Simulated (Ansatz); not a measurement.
# C₂N₂: basis-set convergence

An exercise on one series of results from a longer session: the logs are not shown, and one member is left open.

Computed with Ansatz 0.2.0, Gaussian basis. Level: one geometry, several basis sets.

Plan: PBE0-D4/def2-SVP; ωB97M-V/def2-SVP; PBE0-D4/def2-QZVPP; ωB97M-V/def2-QZVPP; CCSD(T)/cc-pV(D+d)Z; CCSD(T)/cc-pV(T+d)Z; CCSD(T)/cc-pV(Q+d)Z; the functionals' def2-TZVPP values are taken from earlier runs.

## Structure used throughout

The geometry comes from an earlier relaxation with PBE0-D4 in a triple-zeta def2 set; it is a stationary point.

SMILES `[C-]#[N+][N+]#[C-]`, 4 atoms, charge 0, spin multiplicity 1.

Atoms are counted from 1 here; the program's logs count them from 0.

Bond lengths: C1–N2 1.175 Å, N2–N3 1.265 Å, N3–C4 1.175 Å. Angles: C1–N2–N3 180.0°, N2–N3–C4 180.0°.

The first run:

The input, in.yaml:

```yaml
crystal:
  periodic: [false, false, false]
  atoms:
    - {symbol: C, position_ang: [-0.612041, 1.680129, 0.265363]}
    - {symbol: N, position_ang: [-0.214192, 0.588001, 0.092871]}
    - {symbol: N, position_ang: [0.214190, -0.588005, -0.092869]}
    - {symbol: C, position_ang: [0.612033, -1.680135, -0.265365]}
basis:
  gaussian: {orbitals: def2-SVP}
hamiltonian: {xc: pbe0, dispersion: d4}
output: {orbitals: {seedname: orbitals}}
```

Started as:

```sh
> ansatz run in.yaml --threads 4 --pin off --events-out ev --progress --plain --max-ram 10444MiB
```

Among the steps run: PBE0-D4 in def2-SVP; ωB97M-V in def2-SVP; PBE0-D4 in def2-QZVPP; ωB97M-V in def2-QZVPP.

One of the session's tables, all rows but one given; the rest of the session is left out.

It belongs to the step «Density functionals: the series». 

```
functional       basis  HOMO (eV)  LUMO (eV)
   PBE0-D4    def2-SVP          ?          ?
   PBE0-D4  def2-TZVPP     -10.09      -1.95
   PBE0-D4  def2-QZVPP     -10.10      -1.97
   ωB97M-V    def2-SVP     -12.33       0.54
   ωB97M-V  def2-TZVPP     -12.57       0.32
   ωB97M-V  def2-QZVPP     -12.57       0.26
```

**Question.** Estimate the row for PBE0-D4, def2-SVP.

The run gave: HOMO (eV): -9.90; LUMO (eV): -1.85. In the column «HOMO (eV)» it is the highest.
